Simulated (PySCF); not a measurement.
**Ionising Cl₂**

RHF; Cl 6-31G(d,p); no relativity (PySCF 2.14). Neutral (RHF): singlet (closed shell), Re = 1.992 Å, ωe = 593 cm⁻¹, De = 0.44 eV, HOMO -12.21 eV, LUMO 0.90 eV.

Cl₂⁺ (UHF): doublet (π ↑), Re = 1.874 Å, ωe = 736 cm⁻¹, De = 1.04 eV to Cl⁺ + Cl. The energies at the minima are -918.90930 hartree for Cl2 and -918.49840 for Cl₂⁺.

Question: Work out the adiabatic ionisation energy, without and with harmonic zero-point energies (1 hartree = 27.2114 eV, 1 eV = 8065.5 cm⁻¹), and the change of the bond length.

Answer: At HF: 0.41090 hartree = 11.181 eV between the minima; the zero-point term (736.0 − 593.0)/2 cm⁻¹ = +0.009 eV makes it 11.190 eV. Re changes by -11.8 pm against the neutral. Minus the HOMO energy is 12.21 eV, +1.03 eV from the value between the minima; Hartree–Fock orbital energies leave out relaxation and correlation. The electron leaves a π orbital, and the shorter bond of the ion fits an antibonding orbital, or a change in how ionic the bond is.

Where the molecule has an RHF reference, its open-shell atoms are computed with UHF. Hartree–Fock leaves out correlation, which carries a large part of most bond energies and some tenths to 1 eV of ionisation energies. States were picked by a PBE0 search and need not be the measured ground states.

Neutral and ion stand on different kinds of reference determinant, which adds to the error of the difference.
